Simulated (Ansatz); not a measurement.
`FC1=CCC1F`. Total charge 0; spin multiplicity 1.

```xyz
10

F    -1.479    0.939    1.639
C    -0.584    0.498    0.778
C     0.664    0.844    0.482
C     0.773   -0.236   -0.578
C    -0.719   -0.548   -0.276
F    -0.985   -1.826    0.149
H     1.337    1.621    0.814
H     1.421   -1.075   -0.321
H     0.982    0.098   -1.597
H    -1.410   -0.315   -1.091
```

Question: Give the diagnostics of a CCSD(T)/def2-TZVPP run (frozen core, the Gaussian-basis code of Ansatz). (Best estimate.)

Answer: Computed: T1 = 0.0117, largest single amplitude 0.016, largest double 0.058, (T) share of the correlation energy 3.8 %, 9 CCSD cycles. The RHF solution is stable towards an unrestricted one. T1 lies under the customary mark of 0.02 for closed shells.
